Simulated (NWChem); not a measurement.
A series in which one site is exchanged, each optimised at PBE0/def2-SVP with NWChem, gas phase unless a solvent is named. Some are not confirmed as minima by frequencies. def2 effective core potentials on Bi; no spin-orbit coupling.

A: [GaH3] (GaH3; site = Ga)
B: N (NH₃; site = N)
C: [AsH3] (AsH3; site = As)
D: [BiH3] (BiH₃; site = Bi)

Rank them by dipole (D), PBE0/def2-SVP, lowest first.

A (0.00), C (0.51), D (0.99), B (1.79)
